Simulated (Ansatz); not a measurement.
Isolated molecules relaxed with PBE0-D4/def2-TZVP in Ansatz; ΔE leaves out vibrations. CBS: def2 TZ/QZ extrapolation, frozen cores. DFT in def2-TZVPP. B3LYP here is the variant with VWN-RPA as its local correlation; programs differ in this. HSE06 is defined as in plane-wave codes. Each species was taken in one conformer, which may not be the lowest.

Consider the formal hydrolysis of the Si–Cl bond: `S[Si]Cl` + H₂O → `O[Si]S` + HCl.

Problem. Is it downhill or uphill in electronic energy at CCSD(T)/CBS, and by how much? (Best estimate.)

Solution. The calculation gave: Uphill: ΔE = +11.4 kJ/mol.

Problem. What do these levels give: HSE06-D4, BHLYP-D4, B3LYP, LC-ωPBE, CCSD(T)/def2-TZVPP, MP2/def2-QZVPP? (Estimate.)

Solution. Ansatz gave: HSE06-D4 15.7, BHLYP-D4 7.2, B3LYP 5.5, LC-ωPBE 4.7, CCSD(T)/def2-TZVPP 4.8, MP2/def2-QZVPP 13.0 kJ/mol.

Largest T1 diagnostic among the species: 0.015.

At CCSD(T), def2-SVP lies −6.8 kJ/mol from the extrapolated value and def2-TZVPP −6.6 kJ/mol. In def2-TZVPP, CCSD(T) changes the Hartree–Fock value by +3.6 kJ/mol (the triples alone add +1.8 kJ/mol) and MP2 by +7.9 kJ/mol.
